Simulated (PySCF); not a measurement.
## Bond curve of CF

Set-up: basis C 6-311G(d,p), F 6-311G(d,p); no relativity; PySCF 2.14. Energies in eV from C + F in their ground configurations at the same level. State: ²Π (doublet), unpaired electrons π ↑.

```
R (Å)  LC-ωPBE
1.095   -4.647
1.146   -5.305
1.197   -5.665
1.235   -5.790
1.273   -5.822
1.311   -5.782
1.362   -5.645
1.426   -5.381
1.502   -4.977
1.604   -4.363
```

**Question.** Put a parabola through the three lowest points of the LC-ωPBE curve and estimate Re, k and ωe (reduced mass 7.355 u; 1 eV/Å² = 0.16022 mdyn/Å; ωe = 1302.8·√(k/μ) cm⁻¹).

**Answer.** Through R = 1.235, 1.273, 1.311 Å the second-order coefficient is 24.9 eV/Å², so Re ≈ 1.271 Å, k ≈ 7.99 mdyn/Å and ωe ≈ 1358 cm⁻¹. A polynomial fit of higher order to the unrounded LC-ωPBE energies gives Re = 1.269 Å, k = 8.05 mdyn/Å, ωe = 1363 cm⁻¹; anharmonicity and rounding make the difference.

The higher-order fit for each curve: LC-ωPBE: Re = 1.269 Å, ωe = 1363 cm⁻¹, De = 5.82 eV.

The state is the lowest determinant that a PBE0 search found; another state may lie lower at other levels.
